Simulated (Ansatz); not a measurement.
# SiH3+ (singlet): wave-function methods side by side at distance Si1–H3 = 1.321 Å, cc-pVDZ

An exercise on one series of results from a longer session: the logs are not shown, and one member is left open.

Program: Ansatz 0.2.0, Gaussian basis. Level of theory: cc-pVDZ, core rule «outside noble gas», up to 5 orbitals frozen. These are calculated values, not measurements.

To be run: UHF; CCSD(T) on RHF; BCCD(T) on RHF; CISD; CCSDT(Q) on RHF; CCSDTQ on RHF; CASSCF and MRCISD+Q, 2 electrons in 2 orbitals; CASSCF and NEVPT2, 2 electrons in 2 orbitals; Full CI.

26 further runs of the same task are left out: 6 for a known fault of the program, 1 for a mislabelled method, 15 that didn't finish, 4 set aside as unsound or not needed.

## The geometry

The geometry derives from a PBE0/def2-TZVP stationary point (not a proven minimum). One bond is set to the value named and the two fragments are kept rigid.

4 atoms, charge 1, spin multiplicity 1.

Atoms are counted from 1 here; the program's logs count them from 0.

Bond lengths: Si1–H2 1.472 Å, Si1–H3 1.321 Å, Si1–H4 1.472 Å. Angles: H2–Si1–H3 120.0°, H2–Si1–H4 120.0°, H3–Si1–H4 120.0°.

As a file:

```
Si   -0.0025    0.0042    0.0000
H     1.4695    0.0184   -0.0001
H    -0.6740    1.1418   -0.0026
H    -0.7261   -1.2776    0.0030
```

Set-up of the first run:

Input file in.yaml:

```yaml
crystal:
  periodic: [false, false, false]
  atoms:
    - {symbol: Si, position_ang: [-0.002487, 0.004213, -0.000010]}
    - {symbol: H, position_ang: [1.469456, 0.018438, -0.000106]}
    - {symbol: H, position_ang: [-0.674012, 1.141794, -0.002617]}
    - {symbol: H, position_ang: [-0.726139, -1.277636, 0.002991]}
basis:
  gaussian: {orbitals: cc-pVDZ}
total_charge: 1
magnetization: {spin_polarized: true, initial_magnetization: 0}
hamiltonian: {xc: hf}
output: {orbitals: {seedname: orbitals}}
```

Launch:

```bash
ansatz run in.yaml --threads 1 --pin off --events-out ev --progress --plain --max-ram 2393MiB
```

Steps of the session up to this table: UHF; CCSD(T) on RHF; BCCD(T) on RHF; CISD; CCSDT(Q) on RHF; CCSDTQ on RHF; CASSCF and MRCISD+Q, 2 electrons in 2 orbitals; CASSCF and NEVPT2, 2 electrons in 2 orbitals; Full CI.

One table of the session follows, with a row left open; its other results are not shown here.

| method | from FCI (kcal/mol) |
| --- | --- |
| RHF | +68.80 |
| RMP2 | +16.58 |
| CISD | +3.31 |
| RCCSD | +1.19 |
| RCCSD(T) | +0.29 |
| BCCD(T) | +0.29 |
| RCCSDT | +0.03 |
| RCCSDT(Q) | +0.01 |
| RCCSDTQ | 0.00 |
| CASSCF pair | ? |
| NEVPT2 pair | +16.44 |
| MRCISD pair | +2.47 |
| MRCISD+Q pair | -0.45 |
| FCI | 0 |

Estimate the missing values for CASSCF pair.

**Answer.** from FCI (kcal/mol): +59.79. In the column «from FCI (kcal/mol)» it lies between RMP2 (+16.58) and RHF (+68.80).

Limits of these values: MRCISD+Q pair falls below full CI: the +Q correction isn't variational, and the cores differ from full CI's.
